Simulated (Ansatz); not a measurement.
NH3Cl (charge -1), closed shell: a pair in one relaxed arrangement.

in.yaml

```yaml
crystal:
  periodic: [false, false, false]
  atoms:
    - {symbol: Cl, position_ang: [-0.167629, -0.043120, -2.545721]}
    - {symbol: N, position_ang: [-0.130806, 0.216827, 0.796468]}
    - {symbol: H, position_ang: [0.868328, 0.326612, 0.940558]}
    - {symbol: H, position_ang: [-0.326402, -0.749991, 1.037485]}
    - {symbol: H, position_ang: [-0.243591, 0.249671, -0.228789]}
basis:
  gaussian: {orbitals: "def2-TZVPPD.json"}
total_charge: -1
hamiltonian: {xc: {name: revPBE}, dispersion: d4}
```

The basis file named in the input lies beside it (Basis Set Exchange, JSON).

Launched with

```bash
ansatz run in.yaml --threads 2 --pin off --events-out ev --progress --plain --max-ram 5222MiB
```

What Ansatz 0.2.0 printed:

```
Functional definition: revPBE
  name "revPBE"
  cite "Zhang & Yang, Phys. Rev. Lett. 80, 890 (1998) doi:10.1103/PhysRevLett.80.890"
  cite "Perdew, Burke & Ernzerhof, Phys. Rev. Lett. 77, 3865 (1996) doi:10.1103/PhysRevLett.77.3865"
  parameter kappa = 1.245
  parameter beta = 0.06672455060314922
  exchange = pbe_x(kappa = kappa, mu = beta*pi^2/3)
  correlation = pbe_c(beta = beta)
680 factors; their error is unknown
mean field evaluation 1: about -14060.2490 eV, gradient 3.3e1 eV
mean field evaluation 2: about -14054.0013 eV, gradient 6.2e1 eV
mean field evaluation 4: about -14062.3060 eV, gradient 2.6e0 eV
mean field evaluation 8: about -14062.3234 eV, gradient 2.5e-2 eV
mean field evaluation 16: about -14062.3113 eV, gradient 1.3e-5 eV
mean field -14062.31127815 eV, -516.7804076950 hartree, gradient 1.3e-5 eV, S^2 0.000000; 0 other end points of the search recorded, 0 dependent functions left out
reference -14062.31132820 eV, -516.7804095343 hartree; 14, 14 occupied and 125, 125 virtual orbitals, 680 factors
Total energy: -14062.44978476 eV, -516.7854977191 hartree
```

The run took about 0.85 s on 2 CPU threads of an Intel Xeon Platinum 8488C (shared host).
